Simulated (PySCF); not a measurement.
# C2H6S: the cost of one run

Computed with PySCF 2.14.0, with density-fitted response routines of our own, on a single molecule, in the gas phase or a continuum. Atoms are numbered from 0 throughout.

**1. The molecule as given**

9 atoms, charge 0, multiplicity 1; geometry from: GFN2-xTB. The atoms were then displaced at random by about 0.01 Å, so the start is not that level's minimum.

Bonds of the start (Å): C0–S1 1.78, S1–C2 1.80, C0–H3 1.11, C0–H4 1.10, C0–H5 1.09, C2–H6 1.11, C2–H7 1.09, C2–H8 1.11.

**2. Relaxing the molecule at PBE0-D3(BJ)/def2-TZVP**

Job settings and geometry (Å):

```
{"job": {"xc": "PBE0", "basis": "def2-TZVP", "d3": "d3bj", "grid": 2, "shake": 0.01, "kind": "geom"}, "charge": 0, "multiplicity": 1}
C     -1.349510    -0.125700    -0.033000
S      0.076630    -1.124480    -0.418320
C      1.354440     0.073660     0.013990
H     -1.328270     0.790830    -0.665830
H     -2.248470    -0.707710    -0.268000
H     -1.362940     0.176490     1.012530
H      2.337810    -0.407110    -0.164470
H      1.291740     0.966960    -0.604490
H      1.286370     0.339920     1.093850
```

Run with:

```sh
> OMP_NUM_THREADS=1 python probes_run.py task.json out
```

The driver reads the jobs from task.json and runs them one after another.

Q: Estimate the wall time and peak memory of this first job on 1 thread of Arm Neoverse V2, shared host.

About 25 s, with a peak of 0.58 GiB.
